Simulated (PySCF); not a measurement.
**SH₄: breathing scan**

All numbers come from r2SCAN/[S def2-TZVP, H def2-TZVP], no relativity, density fitting, PySCF.

Rigid scan from the singlet minimum (S–H 1.399 Å (×4); H–S–H 87.7° (×4), H–S–H 157.1° (×2)). Coordinate: all bonds to the central atom scaled together. Energies in kJ/mol from the minimum.

```json
{"scale of all bonds to the centre": "0.88", "E (kJ/mol)": "147.9", "dipole size (D)": "0.44"}
{"scale of all bonds to the centre": "0.92", "E (kJ/mol)": "59.0", "dipole size (D)": "0.42"}
{"scale of all bonds to the centre": "0.96", "E (kJ/mol)": "13.3", "dipole size (D)": "0.41"}
{"scale of all bonds to the centre": "1.00", "E (kJ/mol)": "0.0", "dipole size (D)": "0.39"}
{"scale of all bonds to the centre": "1.04", "E (kJ/mol)": "10.9", "dipole size (D)": "0.37"}
{"scale of all bonds to the centre": "1.08", "E (kJ/mol)": "39.4", "dipole size (D)": "0.35"}
{"scale of all bonds to the centre": "1.14", "E (kJ/mol)": "104.8", "dipole size (D)": "0.32"}
{"scale of all bonds to the centre": "1.22", "E (kJ/mol)": "216.0", "dipole size (D)": "0.26"}
{"scale of all bonds to the centre": "1.35", "E (kJ/mol)": "415.9", "dipole size (D)": "0.15"}
```

At long bonds a restricted determinant can lie too high, and another spin state can fall below this curve.

Other isomers or separated fragments may lie lower.
